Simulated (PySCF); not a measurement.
NO, SMILES [N]=O, multiplicity 2.

The structure is a stationary point at PBE-D3(BJ)/def2-TZVPD.

Method: PBE0/def2-TZVPD (PySCF).

Isolated molecule, no solvent.

Computed frontier levels, dipole moment:
The α spin, highest occupied and lowest empty level comes out as -6.48 and -2.84 eV, the β spin, highest occupied and lowest empty level is -13.02 and -2.40 eV and the dipole moment is 0.020 e·Å. The ⟨S²⟩ is 0.754 (pure state 0.75).
